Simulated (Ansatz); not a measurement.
Energy needed to pull apart CH6AlB (SMILES [BH2][AlH][CH3]), singlet, into free ground-state atoms, from the structure below (displaced at random from a GFN2-xTB minimum); no zero-point or spin–orbit terms; open-shell atoms are treated unrestricted, in their ground-state multiplicity.

```
atom    x (Å)    y (Å)    z (Å)
  B1  -0.9991   1.0121  -1.5053
 Al2   0.1837   0.6193   0.1753
  C3   0.6683  -1.2037   1.0926
  H4  -1.7226   0.1927  -2.1638
  H5  -1.3065   2.1053  -1.9468
  H6   0.7153   1.7494   0.7276
  H7  -0.2019  -1.8591   0.9353
  H8   1.6188  -1.6217   0.7226
  H9   0.9049  -0.9507   2.0946
```

Program: Ansatz 0.2.0. Basis: def2-TZVPP. Cores are frozen in the correlated methods.

| method | atomization energy (kcal/mol) |
| --- | --- |
| SPW92 | ? |
| PBE-D4 | 658.1 |
| r2SCAN-D4 | 659.9 |
| PBE0-D4 | 655.6 |
| r2SCAN0-D4 | 655.7 |
| wB97M-V | 660.3 |
| HF | 508.1 |
| MP2 | 643.4 |
| CCSD | ? |
| CCSD(T) | 643.4 |

(1) What does SPW92 give? (To be estimated.)

(2) What does CCSD give? (To be estimated.)

The T1 diagnostic stays at or below 0.009.

Answers

(1) Computed: 728.2 kcal/mol, which is about 84.8 kcal/mol more than CCSD(T)/def2-TZVPP.

(2) The calculation gives: 637.8 kcal/mol, which is about 5.5 kcal/mol less than CCSD(T)/def2-TZVPP.

In triple zeta the MP2 and coupled-cluster atomization energies are still short of their basis limit by a few kcal/mol a bond, whereas those of the functionals are nearly converged, so these differences are not deviations from converged CCSD(T).

For scale, one of the runs: CCSD(T)/def2-TZVPP forces, 188 basis functions (an equivalent command: `ansatz run in.yaml --threads 4`). The run took 88 s on 4 CPU threads (shared host), with 3.8 GiB of host memory at its peak.
